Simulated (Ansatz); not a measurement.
Question: Name a neutral molecule of B, Cl, Si and H with LUMO energy (PBE0/def2-TZVPP) between -2.95 and -2.65 eV and HOMO energy (PBE/def2-TZVPP) between -7.25 and -6.95 eV (Ansatz, PBE0-D4/def2-TZVP geometry).

Answer: `B[SiH2]Cl` (-2.76 eV, -7.04 eV). Other molecules can fit too; these were computed, each in one conformer that needn't be the lowest.
